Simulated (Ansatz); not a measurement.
# AlH2O2: the cost of one run

Program: the Python package of Ansatz 0.2.0. Level of theory: PBE/6-31G*. These are calculated values, not measurements.

## Step 1: Starting point

Bond lengths: O1–Al2 1.769 Å, Al2–O3 1.809 Å, O1–H4 1.030 Å, O3–H5 1.002 Å. Angles: O1–Al2–O3 119.6°, Al2–O1–H4 103.4°, Al2–O3–H5 105.9°.

The script holds or builds the structure itself.

## Step 2: Script

Input file alh2o2_md.py:

```python
import ansatz as az
import numpy as np

geometry_ang = [
    ("O", (-1.5954, -0.0803, 0.1092)),
    ("Al", (-0.0181, -0.8802, 0.0556)),
    ("O", (1.4441, -0.0171, 0.6786)),
    ("H", (-1.6242, 0.4514, -0.7728)),
    ("H", (1.8435, 0.4525, -0.1119)),
]
mol = az.Crystal.molecule()
for symbol, xyz in geometry_ang:
    mol = mol.atom(symbol, xyz)

calc = (
    mol.calculation()
    .basis(gaussian="6-31G*")
    .functional("pbe")
    .spin("collinear", total=1)
    .md("nve", timestep=0.25, steps=30, temperature=500, initial_velocities="maxwell_boltzmann", seed=9)
)
frames = []
calc.session().plan().execute(on_event=lambda e: frames.append(e["data"]) if e["event"] == "md_step" else None)
print("t (fs)   E_pot (eV)      E_kin (eV)   T (K)   d(0-1) (A)")
for f in frames[::3]:
    xyz = np.array(f["positions_ang"])
    print(f"{f['time_fs']:6.2f} {f['lagrangian_ev']:14.5f} {f['e_kin_ev']:10.5f} {f['temperature_k']:8.1f} {np.linalg.norm(xyz[0] - xyz[1]):9.4f}")
kept = np.array([f["conserved_ev"] for f in frames])
print(f"conserved energy moves by at most {1000 * np.ptp(kept):.3f} meV")
```

## Step 3: The calls as engine input

The engine receives this input:

```yaml
crystal:
  periodic: [false, false, false]
  atoms:
    - { symbol: O, position_ang: [-1.5954, -0.0803, 0.1092] }
    - { symbol: Al, position_ang: [-0.0181, -0.8802, 0.0556] }
    - { symbol: O, position_ang: [1.4441, -0.0171, 0.6786] }
    - { symbol: H, position_ang: [-1.6242, 0.4514, -0.7728] }
    - { symbol: H, position_ang: [1.8435, 0.4525, -0.1119] }
basis:
  gaussian:
    orbitals: "6-31G*"
hamiltonian:
  xc: pbe
magnetization:
  spin_polarized: true
  initial_magnetization: 1.0
md:
  timestep: 0.25
  n_steps: 30
  ensemble: nve
  temperature: 500.0
  initial_velocities: maxwell_boltzmann
  seed: 9
```

## Step 4: Running it

The run is started by

```bash
$ python alh2o2_md.py
```

Q: Estimate wall time and peak memory on 1 thread of Arm Neoverse V2, shared host.

About 45 s, with a peak of 0.19 GiB.
